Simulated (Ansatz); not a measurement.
**CAM-B3LYP/aug-cc-pVDZ run of CH3FO (SMILES OCF)**

Aim: the vertical ionisation energy of CH3FO at CAM-B3LYP/aug-cc-pVDZ, from 2 runs. 

Program for the calculation: Ansatz 0.2.0.

42 further runs of the same task are left out: 42 set aside as unsound or not needed. Runs told in other sessions of the task aren't counted.

### Step 1. The molecule

CH3FO has 6 atoms, charge 0, and is taken as a singlet. As SMILES, `OCF`. Geometry: relaxed at PBE0-D4/def2-TZVP. This is one conformer, not always the lowest.

Bond lengths: O1–C2 1.370 Å, C2–F3 1.381 Å, O1–H4 0.962 Å, C2–H5 1.096 Å, C2–H6 1.091 Å. Angles: O1–C2–F3 111.1°, O1–C2–H5 112.9°, O1–C2–H6 107.4°, F3–C2–H5 106.3°, F3–C2–H6 107.8°, C2–O1–H4 109.3°, H5–C2–H6 111.3°.

### Step 2. A single-point energy at CAM-B3LYP/aug-cc-pVDZ

File run.yaml:

```yaml
crystal:
  periodic: [false, false, false]
  atoms:
    - {symbol: O, position_ang: [-0.794000, -0.697200, -0.247400]}
    - {symbol: C, position_ang: [0.250200, 0.049000, 0.230800]}
    - {symbol: F, position_ang: [-0.094100, 1.383200, 0.323800]}
    - {symbol: H, position_ang: [-0.928700, -0.495100, -1.178000]}
    - {symbol: H, position_ang: [1.136800, 0.004900, -0.412500]}
    - {symbol: H, position_ang: [0.472100, -0.308800, 1.237300]}
basis:
  gaussian: {orbitals: aug-cc-pVDZ}
hamiltonian: {xc: {name: CAM-B3LYP}}
output: {orbitals: {seedname: orbitals}}
accuracy: high
```

Command:

```sh
$ ansatz run run.yaml --threads 1 --pin off --max-ram 2610MiB --events-out events.jsonl --progress --plain --runs-dir runs
```

Output:

```text
Warning: RAYON_NUM_THREADS=1 ignored (pool sized by the plan → 1); use --threads N
Functional definition: CAM-B3LYP
  name "CAM-B3LYP"
  parameter alpha = 0.19
  parameter beta = 0.46
  parameter omega = 0.33/bohr
  parameter ac = 0.81
  exchange = (1 - alpha - beta)*b88_x + beta*b88_x_sr(omega) + alpha*exact_x + beta*exact_x_lr(omega)
  correlation = (1 - ac)*vwn5_c + ac*lyp_c
1952 factors; integrals over basis functions are off by at most 3.1e-9 eV
424 factors; integrals over basis functions are off by at most 2.0e-9 eV
mean field evaluation 1: about -5845.4005 eV, gradient 4.3e1 eV
mean field evaluation 2: about -5844.2649 eV, gradient 5.2e1 eV
mean field evaluation 4: about -5848.6354 eV, gradient 1.7e0 eV
mean field evaluation 8: about -5848.6383 eV, gradient 1.5e-1 eV
mean field evaluation 16: about -5848.6383 eV, gradient 2.8e-6 eV
mean field -5848.63834040 eV, -214.9334946603 hartree, gradient 3.5e-8 eV, S^2 0.000000; 0 other end points of the search recorded, 0 dependent functions left out
reference -5848.63836008 eV, -214.9334953835 hartree; 13, 13 occupied and 83, 83 virtual orbitals, 1952 factors
Total energy: -5848.63836008 eV, -214.9334953835 hartree
```

It took 6.3 s on 1 thread of Arm Neoverse V2, shared host; peak memory 0.29 GiB.

### Step 3. The doublet cation at the same level

File in.yaml:

```yaml
crystal:
  periodic: [false, false, false]
  atoms:
    - {symbol: O, position_ang: [-0.794000, -0.697200, -0.247400]}
    - {symbol: C, position_ang: [0.250200, 0.049000, 0.230800]}
    - {symbol: F, position_ang: [-0.094100, 1.383200, 0.323800]}
    - {symbol: H, position_ang: [-0.928700, -0.495100, -1.178000]}
    - {symbol: H, position_ang: [1.136800, 0.004900, -0.412500]}
    - {symbol: H, position_ang: [0.472100, -0.308800, 1.237300]}
basis:
  gaussian:
    orbitals: aug-cc-pVDZ
output: {orbitals: {seedname: orbitals}}
total_charge: 1
accuracy: high
hamiltonian:
  xc: {name: CAM-B3LYP}
magnetization:
  spin_polarized: true
  initial_magnetization: 1
```

Command:

```sh
$ ansatz run in.yaml --threads 1 --pin off --max-ram 2610MiB --events-out events.jsonl --progress --plain --runs-dir runs
```

Output, cut to the lines that bear on the results:

```text
Warning: RAYON_NUM_THREADS=1 ignored (pool sized by the plan → 1); use --threads N
[... 2 set-up lines as earlier in the session ...]
[...]
1952 factors; integrals over basis functions are off by at most 3.1e-9 eV
424 factors; integrals over basis functions are off by at most 2.0e-9 eV
[...]
mean field -5836.44215162 eV, -214.4852929895 hartree, gradient 8.0e-8 eV, S^2 0.756793; 2 other end points of the search recorded, 0 dependent functions left out
reference -5836.44217048 eV, -214.4852936827 hartree; 13, 12 occupied and 83, 84 virtual orbitals, 1952 factors
Total energy: -5836.44217048 eV, -214.4852936827 hartree
```

It took 14 s on 1 thread of Arm Neoverse V2, shared host; peak memory 0.39 GiB.

### Step 4. Results

Level: CAM-B3LYP/aug-cc-pVDZ.

```
                                          quantity          value
                       singlet CH3FO: total energy  -214.93350 Eh
                        singlet CH3FO: HOMO energy      -10.72 eV
                        singlet CH3FO: LUMO energy        0.20 eV
                      singlet CH3FO: HOMO–LUMO gap       10.92 eV
                      doublet cation: total energy  -214.48529 Eh
doublet cation: HOMO energy (highest over α and β)      -19.27 eV
 doublet cation: LUMO energy (lowest over α and β)      -13.71 eV
                              doublet cation: ⟨S²⟩          0.757
vertical ionisation energy (to the doublet cation)      12.196 eV
```

What this shows: Removing an electron at fixed nuclei costs 12.20 eV (281 kcal/mol). −ε(HOMO) before ionisation, 10.72 eV, is 1.47 eV below this ionisation energy.
